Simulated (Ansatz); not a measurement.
fcc Cu, treated with PBEsol (Ansatz, a program for electronic structure, plane waves, PAW).

Settings: plane-wave cutoff 500 eV, 34×34×34 k mesh, Fermi–Dirac smearing 0.1 eV, no spin polarisation, scalar-relativistic PAW data made under PBE.

Computed at the level's own relaxed cell.

### Question
Estimate the volume per atom and lattice parameter a that the calculation returns.

### Answer

- volume per atom: 11.31 Å³/atom
- lattice parameter a: 3.564 Å

Measured, for comparison: equilibrium volume per atom 11.62 Å³/atom, lattice constant a 3.595 Å (low-temperature or extrapolated to 0 K; zero-point anharmonic expansion removed; as tabulated in Csonka et al. (2009), arXiv:0903.4037). Computed (rounded) less measured: equilibrium volume per atom -2.7 %, lattice constant a -0.9 %.

The computed numbers hold no vibrational or temperature effects.
